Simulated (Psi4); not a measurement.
**BHClO (SMILES O[B]Cl) at UHSE06/def2-TZVP**

Aim: the vertical ionisation energy of BHClO at UHSE06/def2-TZVP, from 2 runs. 

The calculation is run with Psi4 1.11.

## (1) The system as given

BHClO has 4 atoms, charge 0, and is taken as a doublet. As SMILES, `O[B]Cl`. The shape is that of a PBE0-D4/def2-TZVP optimisation.

Bond lengths: O1–B2 1.334 Å, B2–Cl3 1.740 Å, O1–H4 0.961 Å. Angles: O1–B2–Cl3 122.2°, B2–O1–H4 113.5°.

## (2) The energy at UHSE06/def2-TZVP

calc.dat reads:

```
memory 1600 mb

molecule {
  0 2
  O      0.545600     0.191100    -0.589300
  B     -0.429900     0.065600     0.312600
  Cl    -0.557200    -1.323200     1.352900
  H      0.497000     1.006200    -1.096500
  symmetry c1
  no_reorient
  no_com
}

set basis def2-TZVP
set reference uks
set puream true
set e_convergence 1e-09
set d_convergence 1e-08
set scf_type pk
set dft_radial_points 99
set dft_spherical_points 590
set maxiter 200

e_tot, wfn = energy('hse06', return_wfn=True)
oeprop(wfn, 'LOWDIN_CHARGES', 'QUADRUPOLE', 'WIBERG_LOWDIN_INDICES', title='HSE06')
print_variables()
```

The run is started by

```console
$ psi4 -i calc.dat -o calc.out -n 1
```

calc.out (excerpt; [...] marks lines left out):

```text
[...]
  Running in c1 symmetry.
[...]
  Nuclear repulsion =   76.699725451239573
[...]
  Multiplicity = 2
[...]
  Nalpha       = 16
  Nbeta        = 15
[...]
    Number of basis functions: 105
[...]
   @UKS iter   1:  -560.52441549617129   -1.93761e-01   6.88105e-03 DIIS/ADIIS
[...]
   @UKS iter  13:  -560.71053141639891   -1.47793e-12   4.32551e-09 DIIS
[...]
   @S^2 Observed:                7.527609424E-01
[...]
    Orbital Energies [Eh]
    ---------------------
    Alpha Occupied:
       1A   -101.701415     2A    -19.247494     3A     -9.521226
       4A     -7.251714     5A     -7.246572     6A     -7.245788
       7A     -6.860550     8A     -1.083983     9A     -0.853893
      10A     -0.602729    11A     -0.461795    12A     -0.450516
      13A     -0.413043    14A     -0.344758    15A     -0.339058
      16A     -0.212446
    Alpha Virtual:
      17A     -0.036814    18A      0.009600    19A      0.076969
      20A      0.088424    21A      0.110712    22A      0.118426
      23A      0.153275    24A      0.250001    25A      0.277245
[...]
  @UKS Final Energy:  -560.71053141639891
   => Energetics <=
    Nuclear Repulsion Energy =             76.6997254512395727
    One-Electron Energy =                -924.9093545786151935
    Two-Electron Energy =                 319.0228903703149967
    DFT Exchange-Correlation Energy =     -31.5237926593383690
    Empirical Dispersion Energy =           0.0000000000000000
    VV10 Nonlocal Energy =                  0.0000000000000000
    Total Energy =                       -560.7105314163989078
[...]
 Multipole Moments:
 ------------------------------------------------------------------------------------
     Multipole            Electronic (a.u.)      Nuclear  (a.u.)        Total (a.u.)
 ------------------------------------------------------------------------------------
 L = 1.  Multiply by 2.5417464519 to convert [e a0] to [Debye]
 Dipole X            :         12.8981054          -12.7747376            0.1233678
 Dipole Y            :         37.7030685          -37.0979695            0.6050991
 Dipole Z            :        -35.9451657           35.4350105           -0.5101552
 Magnitude           :                                                    0.8010137
 L = 2.  Multiply by 1.3450342976 to convert [e a0^2] to [Debye ang]
 Quadrupole XX       :        -50.5880318           31.5344137          -19.0536181
 Quadrupole XY       :        -48.0514924           49.0202467            0.9687544
[...]
```

Run time: 19 s. Hardware: 1 thread of AMD EPYC 9R45 (Zen 5), shared host; peak memory 0.76 GiB.

## (3) The singlet cation: energy and gradient at HSE06/def2-TZVP

calc.in reads:

```
memory 1600 MB

molecule molecule1 {
  1 1
  O      1.03103457     0.36112666    -1.11361561
  B     -0.81239326     0.12396603     0.59072839
  Cl    -1.05295540    -2.50048561     2.55661047
  H      0.93919388     1.90144243    -2.07208470
  units bohr
  symmetry c1
}

set {
  basis                def2-TZVP
  puream               true
  e_convergence        1e-09
  d_convergence        1e-08
  scf_type             pk
  dft_radial_points    99
  dft_spherical_points 590
}

result, w = gradient("hse06", return_wfn=True)
```

The run is started by

```console
$ psi4 -n 1 calc.in calc.out
```

calc.out (excerpt; [...] marks lines left out):

```text
[...]
  Running in c1 symmetry.
[...]
  Nuclear repulsion =   76.699725498515349
[...]
  Multiplicity = 1
[...]
  Nalpha       = 15
  Nbeta        = 15
[...]
    Number of basis functions: 105
[...]
   @RKS iter   1:  -560.23607012350874    9.45845e-02   6.37399e-03 ADIIS/DIIS
[...]
   @RKS iter  12:  -560.38873907208153   -4.09273e-12   3.17955e-09 DIIS
[...]
    Orbital Energies [Eh]
    ---------------------
    Doubly Occupied:
       1A   -101.990858     2A    -19.537185     3A     -9.806214
       4A     -7.538197     5A     -7.530528     6A     -7.530404
       7A     -7.213800     8A     -1.359625     9A     -1.121287
      10A     -0.871971    11A     -0.724138    12A     -0.718601
      13A     -0.682885    14A     -0.599154    15A     -0.596322
[...]
  @RKS Final Energy:  -560.38873907208153
   => Energetics <=
    Nuclear Repulsion Energy =             76.6997254985153489
    One-Electron Energy =                -916.2030959103126406
    Two-Electron Energy =                 310.3540533960148196
    DFT Exchange-Correlation Energy =     -31.2394220562990235
    Empirical Dispersion Energy =           0.0000000000000000
    VV10 Nonlocal Energy =                  0.0000000000000000
    Total Energy =                       -560.3887390720815347
[...]
 Multipole Moments:
 ------------------------------------------------------------------------------------
     Multipole            Electronic (a.u.)      Nuclear  (a.u.)        Total (a.u.)
 ------------------------------------------------------------------------------------
 L = 1.  Multiply by 2.5417464519 to convert [e a0] to [Debye]
 Dipole X            :         -1.4846101            1.1680124           -0.3165977
 Dipole Y            :          0.0938198            1.4825614            1.5763813
 Dipole Z            :          1.1811279           -1.9754999           -0.7943721
 Magnitude           :                                                    1.7933876
[...]
  -Total Gradient:
     Atom            X                  Y                   Z
    ------   -----------------  -----------------  -----------------
       1        0.065867211843    -0.029283407437    -0.035515553809
       2       -0.074447349076     0.093746914690    -0.000628998427
       3        0.020886405174    -0.053155600548     0.018229487879
       4       -0.012292566605    -0.011306527477     0.017902654502
[...]
```

Wall time 20 s (1 thread of AMD EPYC 9R45 (Zen 5), shared host); peak memory 0.76 GiB.

## (4) What came out

At UHSE06/def2-TZVP:

```
                                          quantity          value
                       doublet BHClO: total energy  -560.71053 Eh
                      doublet BHClO: dipole moment         2.04 D
 doublet BHClO: HOMO energy (highest over α and β)       -5.78 eV
  doublet BHClO: LUMO energy (lowest over α and β)       -2.07 eV
                               doublet BHClO: ⟨S²⟩          0.753
                      singlet cation: total energy  -560.38874 Eh
                       singlet cation: HOMO energy      -16.23 eV
                       singlet cation: LUMO energy      -11.46 eV
                     singlet cation: HOMO–LUMO gap        4.76 eV
          singlet cation: largest force on an atom     6.156 eV/Å
vertical ionisation energy (to the singlet cation)       8.756 eV
```

What this shows: The vertical ionisation energy comes to 8.76 eV (202 kcal/mol). Only the singlet of the ionised species was computed; a triplet could lie lower.
